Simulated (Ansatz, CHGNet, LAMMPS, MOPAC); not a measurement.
**Rock-salt NaF, lattice constant a**

Reference value: 4.582 Å (measured, static lattice: zero-point anharmonic expansion removed; as tabulated in Mejia-Rodriguez and Trickey (2018), arXiv:1807.09216).

```json
[
 {"level (code)": "ionic model catlow1977 (shell model, LAMMPS)", "value (Å)": "4.567"},
 {"level (code)": "PM6 semi-empirical Hartree-Fock (MOPAC) (MOPAC)", "value (Å)": "…"},
 {"level (code)": "CHGNet-r²SCAN (CHGNet)", "value (Å)": "4.582"},
 {"level (code)": "LDA (Ansatz)", "value (Å)": "4.503"},
 {"level (code)": "PBE (Ansatz)", "value (Å)": "4.701"},
 {"level (code)": "r²SCAN (Ansatz)", "value (Å)": "4.594"},
 {"level (code)": "HSE06 (Ansatz)", "value (Å)": "…"}
]
```

### Question
What belongs in the gaps?

### Answer

- PM6 semi-empirical Hartree-Fock (MOPAC) (MOPAC), value (Å): 4.947
- HSE06 (Ansatz, an electronic-structure program), value (Å): 4.638

Errors against the reference: ionic model catlow1977 -0.33 %, PM6 semi-empirical Hartree-Fock (MOPAC) +7.97 %, CHGNet-r²SCAN 0.00 %, LDA -1.72 %, PBE +2.60 %, r²SCAN +0.26 %, HSE06 +1.22 %.

Leaving aside ionic model catlow1977, which can be fitted to such values or carry a doubt: The best agreement in this table is that of CHGNet-r²SCAN (0.00 %). Farthest off: PM6 semi-empirical Hartree-Fock (MOPAC) (+7.97 %). Within 0.3 %: CHGNet-r²SCAN, r²SCAN.

PM6 semi-empirical Hartree-Fock (MOPAC): the method was fitted mainly to molecules. PM6 semi-empirical Hartree-Fock (MOPAC): the run uses a supercell at the zone centre in place of a k mesh. Cutoffs and k meshes differ between the levels. Ansatz's density-functional and Hartree–Fock values are scalar-relativistic unless marked +SOC, with PAW data made under PBE.

Empirical potentials (ionic model catlow1977) are fitted to chosen data, which need not cover the solid at hand: agreement can be built in, and what lay outside the fit can be far off. Machine-learned potentials (CHGNet-r²SCAN) are trained on DFT data, which may include these solids.

Differences are worked out from the printed values.
